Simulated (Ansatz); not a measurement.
Coupled-cluster diagnostics for Li₃⁻ (the lowest singlet isomer of a short search), Ansatz.

Geometry of the singlet (r2SCAN/def2-TZVPD):

```
atom   x (Å)   y (Å)   z (Å)
 Li1   1.684  -1.322  -2.226
 Li2   0.000   0.000   0.000
 Li3  -1.684   1.323   2.226
```

Correlated methods freeze no core orbitals; core or outer-core shells of Li are correlated, in sets that lack core-valence functions. At PBE0/def2-TZVPD a broken-symmetry singlet of charge -1 lies 0.54 eV below the triplet, each at its own geometry. At PBE0/def2-TZVPD a broken-symmetry singlet of charge -1 lies 1.60 eV below the quintet, each at its own geometry. The structure comes from a short search, and lower isomers may exist.

Geometry of the charge -1 triplet (r2SCAN/def2-TZVPD):

Cartesian coordinates in Å:
```
Li 2.069 -1.530 1.935
Li 0.075 -0.053 0.069
Li -2.144 1.584 -2.003
```

Geometry of the charge -1 quintet (r2SCAN/def2-TZVPD):

Cartesian coordinates in Å:
```
Li -1.5009 2.0239 1.9575
Li -0.0003 -0.0001 -0.0001
Li 1.5012 -2.0238 -1.9574
```

Task: Estimate the CCSD(T) correlation energy, the shares of MP2 and (T), T1 and the reference's ⟨S²⟩ for: charge -1, singlet, own geometry in def2-TZVPPD; charge -1, triplet, own geometry in def2-TZVPPD; charge -1, quintet, own geometry in def2-TZVPPD; charge 0, doublet, vertical in def2-TZVPPD; and the rough time on 4 threads of Arm Neoverse V2 on a shared host.

Result: 
```csv
state,basis,correlation (eV),MP2 share (%),(T) share (%),T1,⟨S²⟩ (pure),wall time,remarks
"charge -1, singlet, own geometry",def2-TZVPPD,-4.719,78.2,1.3,0.017,0.00 (0.00),0.45 s,restricted SCF unstable
"charge -1, triplet, own geometry",def2-TZVPPD,-3.721,76.2,1.1,0.088,2.59 (2.00),0.8 s,"large T1, spin-contaminated"
"charge -1, quintet, own geometry",def2-TZVPPD,-3.115,84.5,0.2,0.010,6.00 (6.00),0.6 s,–
"charge 0, doublet, vertical",def2-TZVPPD,-3.793,79.2,0.8,0.055,1.01 (0.75),0.6 s,"large T1, spin-contaminated"
```
Customary marks for T1 are 0.02 (closed shells), 0.045 (open shells) and about 0.05 (3d metals). T1 exceeds 0.02 in 2 of 4 rows and 0.045 in 2; the higher it lies, the less the single-reference result can be trusted.
